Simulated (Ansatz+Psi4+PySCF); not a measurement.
## doublet N₂H₆(+) in separate pieces: levels of theory in one basis

```xyz
8

N     0.1165    0.0000   -5.0000
H    -0.2718    0.9397   -5.0000
H    -0.2718   -0.4699   -4.1862
H    -0.2718   -0.4699   -5.8138
N    -0.1165    0.0000    5.0000
H     0.2718   -0.9397    5.0000
H     0.2718    0.4699    4.1862
H     0.2718    0.4699    5.8138
```

Basis set: cc-pVTZ (spherical functions). Correlated methods keep 2 orbitals frozen. Correlation on ROHF uses semicanonical orbitals with singles. Charge 1, multiplicity 2.

Computed with Ansatz (development build ahead of 0.2.0); each method stands on the lowest determinant of its kind that the runs found.

| method | E − E(ROHF) (eV) | <S²> of the determinant |
| --- | --- | --- |
| ROHF | 0.00 | 0.75 |
| UHF | -0.11 | 0.76 |
| ROHF-MP2 | -11.42 | – |
| UHF-MP2 | -11.41 | 0.76 |

Is a single determinant a sound starting point here?

Only with care. Unrestricted orbitals gain 0.11 eV and <S²> is 0.76 against 0.75 for a pure state, but several determinants compete.

Caution: the charge can sit on one fragment and break the point group; the determinant breaks the point group. Caution for ROHF-MP2, UHF-MP2: MP2 on this radical cation hangs on the determinant chosen; another reference gives a lower total.
